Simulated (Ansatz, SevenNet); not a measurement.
For zinc-blende GaSb, the machine-learned potential SevenNet-0 (trained on PBE and PBE+U data) gives:

- lattice parameter a: 6.218 Å
- bulk modulus B0: 41.4 GPa
- formation enthalpy: -0.138 eV/atom

Problem. What does PBE0 (PAW; Ansatz, an electronic-structure program) give for the same quantities?

Solution. 
- lattice constant a: 6.131 Å (shrinks by 1.4 %)
- bulk modulus: 55.0 GPa (grows by 33 %)
- formation enthalpy: -0.266 eV/atom (moves by -0.128 eV/atom)

For comparison: lattice constant a 6.096 Å (measured, 300 K, no zero-point or thermal correction; as tabulated in Vurgaftman et al. (2001), doi:10.1063/1.1368156); bulk modulus 57 GPa (measured, temperature not stated, no zero-point or thermal correction; as tabulated in Toher et al. (2017), arXiv:1611.05714); formation enthalpy -0.22 eV/atom (measured, 298 K, no zero-point or thermal correction; as tabulated in Zhang et al. (2018), doi:10.1038/s41524-018-0065-z).

Changes are worked out from the printed values.

Unless a cell is named, each level is at its own relaxed cell (SevenNet-0 30.04, PBE0 28.81 Å³/atom).

Levels without +SOC leave out spin–orbit coupling, which shifts energies and cells of such heavy elements.

Ansatz's density-functional and Hartree–Fock values are scalar-relativistic unless marked +SOC, with PAW data made under PBE.
